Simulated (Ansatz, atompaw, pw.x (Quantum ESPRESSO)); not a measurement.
## Equation-of-state test of one PAW (atompaw) potential (titanium (Ti))

atompaw 4.2.0.5 input, output lines left out:

```
Ti 22
GGA-PBESOL scalarrelativistic loggrid 1500 logderivrange -6 5 276
4 4 3 0 0 0
4 0 1.5
4 1 0
3 2 2.5
0 0 0
c
c
v
v
c
v
v
v
2
2.80 2.15 1.95 1.80
n
n
y
0.65
n
custom rrkj gramschmidtortho sinc
bessel
1.45
2.80
1.70
2.80
2.80
2.80
```

Crystal test: fcc Ti in pw.x 7.5, no spin, 14³ k-points, Fermi–Dirac smearing 0.01 Ry, cutoffs 60/600 Ry. The reference is all-electron LAPW (Ansatz 0.2.0) with the same functional, mesh and smearing; V0 and B0 come from Birch–Murnaghan fits to the pressures at five volumes. Errors are pseudo minus all-electron; Δ is the rms difference of the E(V) curves that follow from these fits, minima aligned, over ±6 % about the mean V0. Mesh and smearing are coarse, so the numbers serve the comparison and aren't converged zero-temperature values; the lattice is a test structure that the element need not adopt.

All-electron: a0 = 4.062 Å (V0 = 16.76 Å³/atom), B0 = 113.1 GPa.

Q: How far does the potential miss the all-electron equation of state?

A: mean pressure error (GPa): +0.83; a0 (Å): 4.072; a0 error (%): +0.25; B0 error (%): -0.1; Δ (meV/atom): 3.1.

```json
{"V (Å³/atom)": "16.001", "P all-electron (GPa)": "5.66", "P pseudo (GPa)": "6.63"}
{"V (Å³/atom)": "16.422", "P all-electron (GPa)": "2.38", "P pseudo (GPa)": "3.26"}
{"V (Å³/atom)": "16.843", "P all-electron (GPa)": "-0.56", "P pseudo (GPa)": "0.31"}
{"V (Å³/atom)": "17.264", "P all-electron (GPa)": "-3.19", "P pseudo (GPa)": "-2.43"}
{"V (Å³/atom)": "17.685", "P all-electron (GPa)": "-5.55", "P pseudo (GPa)": "-4.85"}
```

Q: At the middle volume, how do free energy and pressure move when the wave cutoff is lowered (ecutrho held at 600 Ry)?

A:

```csv
cutoff (Ry),shift of F (meV/atom),shift of P (GPa)
27,+110.4,-7.14
36,+48.1,-0.71
48,+5.9,-0.53
```

The run at the middle volume (104 k-points, 7 iterations) took about 13 s on one core of a shared host (Intel(R) Xeon(R) 6975P-C, 192 threads, 744 GiB, load 56).
